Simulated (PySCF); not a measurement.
Gas-phase XPS of `FC(F)(F)Cl`, computed

CClF₃.
Z-matrix (Å and degrees, PBE0-D3(BJ)/def2-TZVP geometry), rows numbered from 1:
```
F 
C   1  1.3217
F   2  1.3218  1  108.69
F   2  1.3223  1  108.69  3   118.19
Cl  2  1.7554  1  110.23  3  -120.88
```

Level of theory: delta-SCF UKS SCAN, pcX-3 on the ionised atom, pcseg-2 elsewhere, spin-free X2C in PySCF. These are vertical core ionisation energies against the vacuum level, from separate self-consistent calculations with and without the core hole.

Task: List the computed XPS lines with their assignment.

Result: 
```csv
atom(s),environment,level,binding energy (eV),2p1/2 (eV),count
Cl5,chlorine on a fluorinated carbon,Cl 2p3/2,207.59,209.25,1
C2,CF3 carbon,C 1s,300.19,–,1
F1/F3/F4,fluorine of a CF3 group,F 1s,694.90,–,3
Cl5,chlorine on a fluorinated carbon,Cl 1s,2830.25,–,1
```

Task: Which effective nuclear charge Zeff reproduces each element's mean 1s value in the hydrogen-like formula E = 13.606 eV × Zeff²?

Result: C (Z = 6): mean 300.2 eV, Zeff = 4.70, Z − Zeff = 1.30; F (Z = 9): mean 694.9 eV, Zeff = 7.15, Z − Zeff = 1.85; Cl (Z = 17): mean 2830.3 eV, Zeff = 14.42, Z − Zeff = 2.58. Means run over the listed sites, weighted by atom count.

Task: What is the longest wavelength that can ionise F 1s of F1/F3/F4 vertically?

Result: λ = hc/E = 12398.42 eV Å / 694.90 eV = 17.842 Å.

The first atom of each set that the bonding makes equivalent was ionised and stands for the set. 2p3/2 and 2p1/2 are the ΔSCF energy of one spin-free 2p hole plus the eigenvalues of a spin–orbit and ligand-field matrix of the shell. 2p1/2 minus 2p3/2 (ligand field included): Cl 1.66 eV. Geometry: PBE0-D3(BJ)/def2-TZVP; no solvent, vibrations or thermal averaging.
